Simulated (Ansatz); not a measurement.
Worked example: the step energy

An elementary step of AlH₇O₂, singlet (AlH₃ + H₂O + H₂O → AlH₃O ([OH][AlH2]) + H₂O + H₂; Al–H, H–O, H–O broken or loosened, Al–O, H–H, H–O formed or tightened). “Start” and “end” are the PBE0-D4/def2-TZVP structures reached by relaxing down either side of its saddle point, with the molecules still in contact.

Ansatz 0.2.0; basis: def2-TZVPP and def2-QZVPP; cores frozen in the correlated methods.

Energies in eV:

| quantity | end | start |
| --- | --- | --- |
| Hartree–Fock, triple zeta (X = 3) | -10770.61818 | -10770.50888 |
| Hartree–Fock, quadruple zeta (X = 4) | -10771.04243 | -10770.91660 |
| MP2 correlation, X = 3 | -17.24596 | -17.16392 |
| MP2 correlation, X = 4 | -18.60111 | -18.50636 |
| CCSD(T) correlation, X = 3 | -18.58168 | -18.56195 |

Q: Work out the step energy at the basis limit: extrapolate Hartree–Fock as E(X) = E∞ + A exp(−7.88 √X) and the MP2 correlation as E(X) = E∞ + B X^−2.97 (the exponents that Neese and Valeev fitted for def2-TZVPP and QZVPP), then add CCSD(T) − MP2 in triple zeta.

A: Each step is linear, so take the differences first (end − start): Hartree–Fock -0.10930 (X = 3) and -0.12583 (X = 4); MP2 correlation -0.08204 and -0.09475; CCSD(T) correlation -0.01973.
Two points give E∞ = E(4) + w [E(4) − E(3)], with w = 1/(exp(7.88 (2 − √3)) − 1) = 0.1377 for Hartree–Fock and w = 1/((4/3)^2.97 − 1) = 0.7407 for the correlation.
Hartree–Fock: -0.12583 + 0.1377 × (-0.01653) = -0.1281 eV.
MP2 correlation: -0.09475 + 0.7407 × (-0.01271) = -0.1042 eV.
CCSD(T) − MP2: -0.01973 − (-0.08204) = 0.0623 eV.
Sum: -0.1281 + (-0.1042) + 0.0623 = -0.1700 eV, or -3.92 kcal/mol. Plain CCSD(T) in triple zeta gives -0.1290 eV, so the larger basis shifts the result by -0.0410 eV.

T1 diagnostic: at most 0.011.

The step is the kind of ligand exchange by which a precursor binds to a hydroxyl group, or is hydrolysed, in atomic layer deposition of oxides.

Labels in which every atom is bracketed show which atoms are joined, not bond orders.

For scale, one of the runs: CCSD(T)/def2-TZVPP, 202 basis functions (an equivalent command: `ansatz run in.yaml --threads 2`). Time: 36 s of wall clock on 2 CPU threads; the host was shared. Peak host memory: 2.7 GiB.
